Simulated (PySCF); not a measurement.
# A diatomic session: NO−

The task here is to estimate one member of a computed series from the others.

Computed with PySCF 2.14.0. Level: N def2-SVPD, O def2-SVPD, no relativity.

2 further runs of the same task are left out: 2 set aside as unsound or not needed.

The first run:

The job is set up so:

```
atoms                         : N, O
charge                        : -1
basis                         : N def2-SVPD, O def2-SVPD
Hamiltonian                   : no relativity
basis functions               : 43
electrons treated             : 16
masses in u                   : 14.0031, 15.9949
levels                        : PBE0, PBE, r²SCAN, r²SCANh, M06, revPBE, MP2, SCS-MP2, CCSD, CCSD(T)
grid                          : 80 radial by 434 angular points
occupations                   : held fixed by the projection of orbital angular momentum
dissociation limit            : N + O−, each in its ground configuration
starting distance in angstrom : 1.355
values of 2S to try           : 0, 2, 4
```

Launch:

```sh
OMP_NUM_THREADS=1 python dia.py task.json out
```

Among the steps run: Set-up; PBE0 along the bond; Higher solutions at PBE0; PBE (GGA); r²SCAN (meta-GGA); r²SCANh (hybrid meta-GGA); M06; revPBE (GGA); MP2 and coupled cluster.

One of the session's tables, all rows but one given; the rest of the session is left out.

It belongs to the step «Constants by level of theory». 

```
       level  Re (Å)  ωe (cm⁻¹)  De (eV)
    ROHF-MP2   1.269       1543     4.82
ROHF-SCS-MP2   1.270       1521     4.60
   ROHF-CCSD   1.276       1439     4.28
ROHF-CCSD(T)   1.284       1399     4.45
         PBE   1.282       1395     5.76
      revPBE   1.288       1373     5.42
      r²SCAN   1.274       1441     5.22
     r²SCANh   1.267       1477     5.09
        PBE0   1.261       1508     5.31
         M06       ?          ?        ?
```

Q: Estimate the row for M06 from the others.

The run gave: Re (Å): 1.265; ωe (cm⁻¹): 1500; De (eV): 5.12. In the column «Re (Å)» it lies between PBE0 (1.261) and r²SCANh (1.267).

De is counted to N + O− in their ground configurations.
